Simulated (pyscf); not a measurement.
PySCF, gas phase, ωB97X-D3(BJ)/def2-SVP geometries. MP2 and CC: frozen core, UHF for open shells. ΔMP2 is the change of the MP2 total energy from the triple- to the quadruple-zeta basis.

SMILES: C[C]C
```xyz
9

C      0.3001    -0.3721    -0.4065
C      0.3675     0.6297     0.6731
C     -0.9437     0.8443     1.3117
H     -0.6958    -0.6104    -0.8355
H      1.0625    -0.2496    -1.1910
H      0.6214    -1.2648     0.1780
H     -1.7243     0.0670     1.1741
H     -0.8924     1.1896     2.3557
H     -1.2679     1.7339     0.7236
```
Charge 0, spin multiplicity 1.

Task: How much does it cost (ΔH, 298 K, CCSD(T)/def2-TZVPP + ΔMP2(QZVPP)) to split H₃C–C:–CH₃ [singlet] at its C–H bond into H₂C=C•–CH₃ + H•?

Result: C–H to H₂C=C•–CH₃ + H•: 171.0 kJ/mol. The radicals are drawn with the spin at the cut bond; how far it spreads was not checked. H₃C–C:–CH₃ [singlet] lies 278.7 kJ/mol over its isomer H₂C=CH–CH₃, and others may lie lower still (electronic energy, ωB97M-D3(BJ)). H₂C=C•–CH₃ lies 85.1 kJ/mol over its isomer •H₂C–CH=CH₂, and others may lie lower still (electronic energy, ωB97M-D3(BJ)). A restricted singlet here is unstable towards spin polarisation, as is usual where a triplet lies low; its energy is less safe. The CCSD(T) − MP2 part came from Ansatz, without density fitting, on the same reference. A UHF reference is spin-contaminated (<S²> up to 0.93), which harms MP2 most.
